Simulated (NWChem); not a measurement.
**BH3F− (SMILES [BH3-]F): TPSSh-D3(0)/x2c-SVPall (DKH2)**

What is the energy change on altering one bond length of BH3F− at TPSSh-D3(0)/x2c-SVPall (DKH2)? 

The results are computed with NWChem 7.3.0.

3 further runs of the same task are left out: 1 that didn't finish, 2 set aside as unsound or not needed.

**1. The system as given**

BH3F−: 5 atoms, total charge -1, spin state singlet. SMILES: `[BH3-]F`. The shape is that of a GFN2-xTB optimisation.

Bond lengths: B1–F2 1.447 Å, B1–H3 1.227 Å, B1–H4 1.228 Å, B1–H5 1.228 Å. Angles: F2–B1–H3 108.4°, F2–B1–H4 108.4°, F2–B1–H5 108.4°, H3–B1–H4 110.7°, H3–B1–H5 110.5°, H4–B1–H5 110.5°.

**2. The energy at TPSSh-D3(0)/x2c-SVPall (DKH2)**

job.xyz

```xyz
5

B     -0.035750     0.029280    -0.033890
F      0.855550    -0.717910     0.826970
H     -1.067340     0.264210     0.588100
H     -0.274560    -0.651290    -1.027540
H      0.522090     1.075700    -0.353640
```

job.nw

```
echo
START job
memory stack 880 mb heap 220 mb global 1100 mb
charge -1

GEOMETRY noautosym nocenter noautoz
   load job.xyz
END

BASIS spherical
   B library x2c-SVPall
   F library x2c-SVPall
   H library x2c-SVPall
END

RELATIVISTIC
   douglas-kroll dkh
END

DFT
   xc xctpssh
   disp vdw 3
   grid fine
   direct
   mulliken
   noprint "final vectors analysis"
END

TASK dft energy
```

Run with:

```bash
nwchem job.nw > job.out
```

Log:

```text
[...]
          Wavefunction type:  closed shell.
          No. of atoms     :     5
          No. of electrons :    18
[...]
          Charge           :    -1
          Spin multiplicity:     1
[...]
          AO basis - number of functions:    43
[...]
              XC Information
              --------------
                  TPSS hybrid Method XC Functional
                     Hartree-Fock (Exact) Exchange  0.100
                  TPSS metaGGA Exchange Functional  0.900
             TPSS03 metaGGA Correlation Functional  1.000
[...]
 d= 0,ls=0.0,diis     1   -126.4366302430 -1.57D+02  3.19D-02  1.20D+00     0.8
[...]
 d= 0,ls=0.0,diis     7   -126.5479414976 -6.61D-09  6.36D-07  1.95D-10     3.1
         Total DFT energy =     -126.547941497604
      One electron energy =     -239.417927381087
           Coulomb energy =       98.524206038341
    Exchange-Corr. energy =      -15.937864516953
 Nuclear repulsion energy =       30.284625741828
    Dispersion correction =       -0.000981379733
[...]
      Total Density - Mulliken Population Analysis
     ---------------------------------------------
    Atom       Charge   Shell Charges
 -----------   ------   -------------------------------------------------------
    1 B    5     4.92   1.99  0.69  0.18  1.56  0.40  0.10
    2 F    9     9.36   1.99  1.12  0.78  3.36  2.11  0.00
    3 H    1     1.24   0.76  0.47  0.01
    4 H    1     1.24   0.76  0.47  0.01
    5 H    1     1.24   0.76  0.47  0.01
[...]
```

Wall time 3.9 s (1 thread of Intel Xeon 6975P-C (Granite Rapids), shared host); peak memory 0.12 GiB.

**3. The distorted shape, same level**

job.xyz

```xyz
5

B     -0.314670    -0.493930     0.125985
F      0.576630    -1.241120     0.986845
H     -1.346260    -0.259000     0.747975
H     -0.553480    -1.174500    -0.867665
H      0.522090     1.075700    -0.353640
```

job.nw

```
start job
memory total 2200 mb
charge -1

geometry units angstrom noautosym nocenter noautoz
   load job.xyz
end

basis spherical
   B library x2c-SVPall
   F library x2c-SVPall
   H library x2c-SVPall
end

relativistic
   douglas-kroll dkh
end

dft
   xc xctpssh
   disp vdw 3
   grid fine
   direct
   mulliken
end

task dft
```

Run with:

```bash
nwchem job.nw > job.out
```

Log:

```text
[...]
          Wavefunction type:  closed shell.
          No. of atoms     :     5
          No. of electrons :    18
[...]
          Charge           :    -1
          Spin multiplicity:     1
[...]
          AO basis - number of functions:    43
[...]
              XC Information
              --------------
                  TPSS hybrid Method XC Functional
                     Hartree-Fock (Exact) Exchange  0.100
                  TPSS metaGGA Exchange Functional  0.900
             TPSS03 metaGGA Correlation Functional  1.000
[...]
 d= 0,ls=0.0,diis     1   -126.3621503153 -1.55D+02  3.76D-02  1.40D+00     0.8
[...]
 d= 0,ls=0.0,diis     7   -126.5073317777 -2.60D-07  4.93D-06  1.58D-08     3.0
         Total DFT energy =     -126.507331777707
      One electron energy =     -236.415208114129
           Coulomb energy =       96.680485184138
    Exchange-Corr. energy =      -15.816118653346
 Nuclear repulsion energy =       29.044855009149
    Dispersion correction =       -0.001345203519
[...]
      Total Density - Mulliken Population Analysis
     ---------------------------------------------
    Atom       Charge   Shell Charges
 -----------   ------   -------------------------------------------------------
    1 B    5     4.86   1.99  0.73  0.22  1.41  0.41  0.09
    2 F    9     9.33   1.99  1.12  0.78  3.35  2.08  0.00
    3 H    1     1.20   0.76  0.43  0.01
    4 H    1     1.20   0.76  0.43  0.01
    5 H    1     1.42   0.62  0.80  0.00
[...]
```

It took 3.6 s on 1 thread of Intel Xeon 6975P-C (Granite Rapids), shared host; peak memory 0.12 GiB.

**4. Summary of results**

At TPSSh-D3(0)/x2c-SVPall (DKH2):

| quantity | value |
| --- | --- |
| first shape: total energy | -126.54794 Eh |
| first shape: dispersion energy | -2.58 kJ/mol |
| distorted shape: total energy | -126.50733 Eh |
| distorted shape: HOMO energy | 0.04 eV |
| distorted shape: LUMO energy | 7.22 eV |
| distorted shape: HOMO–LUMO gap (to an unbound level, set by the basis) | 7.18 eV |
| distorted shape: dispersion energy | -3.53 kJ/mol |
| energy change with the B1–H5 bond stretched from 1.228 to 1.842 Å | 1.105 eV |

What this shows: With the B1–H5 bond stretched from 1.228 to 1.842 Å the energy rises by 1.11 eV (107 kJ/mol). The first shape isn't relaxed at this level, so the change isn't measured from a minimum. Mulliken charges (first shape) run from -0.36 on F2 to +0.08 on B1. The HOMO (distorted shape) lies at positive energy, 0.04 eV; only total energies tell whether the electron is bound.
